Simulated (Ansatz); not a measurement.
# CH3NSi: one structure at several levels

The task here is to estimate one member of a computed series from the others.

The runs use Ansatz 0.2.0, Gaussian basis; single points in def2-TZVPP.

Correlated methods freeze the cores.

## The starting structure

SMILES `C1=N[SiH2]1`, 6 atoms, charge 0, spin multiplicity 1.

Atoms are counted from 1 here; the program's logs count them from 0.

Bond lengths: C1–N2 1.265 Å, C1–Si3 1.785 Å, C1–H4 1.076 Å, N2–Si3 1.823 Å, Si3–H5 1.511 Å, Si3–H6 1.412 Å. Angles: N2–C1–Si3 71.1°, N2–C1–H4 127.9°, Si3–C1–H4 160.7°, C1–N2–Si3 67.9°, C1–Si3–N2 41.0°, C1–Si3–H5 114.1°, C1–Si3–H6 122.9°, N2–Si3–H5 112.6°, N2–Si3–H6 115.9°, H5–Si3–H6 122.2°.

As a file:

```
C    -0.4496   -0.9406   -0.1331
N     0.7276   -0.9534    0.3311
Si    0.1262    0.7414    0.0322
H    -1.1066   -1.7782   -0.2929
H     0.6739    1.3355   -1.2451
H    -0.1094    1.5233    1.1841
```

Set-up of the first run:

run/in.yaml reads:

```yaml
crystal:
  periodic: [false, false, false]
  atoms:
    - {symbol: C, position_ang: [-0.449600, -0.940600, -0.133100]}
    - {symbol: N, position_ang: [0.727600, -0.953400, 0.331100]}
    - {symbol: Si, position_ang: [0.126200, 0.741400, 0.032200]}
    - {symbol: H, position_ang: [-1.106600, -1.778200, -0.292900]}
    - {symbol: H, position_ang: [0.673900, 1.335500, -1.245100]}
    - {symbol: H, position_ang: [-0.109400, 1.523300, 1.184100]}
basis:
  gaussian: {orbitals: def2-TZVPP}
correlation: {method: ccsd_t}
output: {forces: true}
```

No record of the launch command was kept for these runs.

Among the steps run: CCSD(T)/def2-TZVPP; PBE0-D4/def2-TZVPP; wB97M-V/def2-TZVPP; r2SCAN-D4/def2-TZVPP; PBE-D4/def2-TZVPP; r2SCAN0-D4/def2-TZVPP; LC-wPBE/def2-TZVPP.

One table of the session follows, with a row left open; its other results are not shown here.

| method | RMS force component (eV/Å) | angle to CCSD(T) forces (°) | dipole (D) |
| --- | --- | --- | --- |
| CCSD(T) | 0.736 | reference | 1.96 |
| PBE0-D4 | 0.679 | 32.4 | 1.95 |
| wB97M-V | 0.663 | 29.8 | 2.08 |
| r2SCAN-D4 | 0.655 | 24.0 | 1.84 |
| PBE-D4 | 0.699 | 15.0 | 1.76 |
| r2SCAN0-D4 | ? | ? | ? |
| LC-wPBE | 0.766 | 41.4 | 2.19 |

**Question.** Estimate the row for r2SCAN0-D4.

The run gave: RMS force component (eV/Å): 0.700; angle to CCSD(T) forces (°): 41.7; dipole (D): 2.01. In the column «RMS force component (eV/Å)» it lies between PBE-D4 (0.699) and CCSD(T) (0.736).
